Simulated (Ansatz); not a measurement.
A nudged elastic band was laid between two geometries of ClH3Si + H (6 atoms, charge 0, multiplicity 2).

All numbers below come from UKS BHLYP-D4/def2-mTZVP (Ansatz).

```yaml
movable_images: 5
climbing_image: yes
spring: 5.0 eV/Å²
optimiser: quadratic models (default)
start_path: through a guess of the saddle point
force_threshold: 0.03 eV/Å
iteration_limit: 60
end_points: relaxed
```

Image 0:

```xyz
6
Properties=species:S:1:pos:R:3
Cl 0.761 -1.756 -1.575
Si 0.141 -0.292 -0.257
H -1.308 -0.416 -0.078
H 0.478 1.018 -0.823
H -0.906 1.935 1.714
H 0.834 -0.489 1.019
```

Image 6:

```xyz
6
Properties=species:S:1:pos:R:3
Cl -0.806 -2.367 -1.771
Si 0.232 0.688 0.515
H -0.478 -1.362 -1.017
H 0.848 1.679 -0.380
H -0.986 1.205 1.157
H 1.190 0.157 1.496
```

(1) What changes between the two ends?

(2) What energy profile does the band end with?

(3) What is the geometry of the highest image?

(4) What are the harmonic wavenumbers there?

## Answers

(1) Bonds broken: Cl1–Si2, Si2–H3. Bonds formed: Cl1–H3, Si2–H5. ClH3Si + H becomes ClH + H3Si.

(2) It converged. The highest image is number 2 of 0 to 6, 74.2 kJ/mol above the first end and 54.3 kJ/mol above the last; the last end lies 19.9 kJ/mol above the first. A vibrational analysis at the climbing image gives one clearly imaginary mode, 498i cm⁻¹: a first-order saddle point.

| image | path coordinate (Å) | energy (kJ/mol) | Cl1–Si2 (Å) | Si2–H3 (Å) | Cl1–H3 (Å) |
| --- | --- | --- | --- | --- | --- |
| 0 | 0.00 | 0.0 | 2.06 | 1.47 | 2.88 |
| 1 | 0.81 | 10.9 | 2.07 | 1.47 | 2.79 |
| 2 | 1.62 | 74.2 | 2.28 | 1.58 | 2.23 |
| 3 | 2.34 | 31.0 | 3.01 | 1.50 | 2.20 |
| 4 | 3.06 | 25.2 | 3.36 | 1.50 | 2.04 |
| 5 | 3.78 | 24.8 | 3.49 | 2.21 | 1.33 |
| 6 | 4.50 | 19.9 | 3.95 | 2.66 | 1.30 |

(3) 
```xyz
6
Properties=species:S:1:pos:R:3
Cl 0.248 -1.580 -1.315
Si 0.128 0.186 0.126
H -1.289 -0.468 -0.138
H 0.680 1.186 -0.787
H -0.813 1.030 0.987
H 1.046 -0.355 1.127
```

(4) 498i, 262, 408, 595, 729, 921, 985, 1018, 1478, 1957, 2350, 2369 cm⁻¹.

Run time: 52 s on 2 threads of Intel(R) Xeon(R) Platinum 8488C (Sapphire Rapids), on a shared host, peak memory 0.15 GiB.
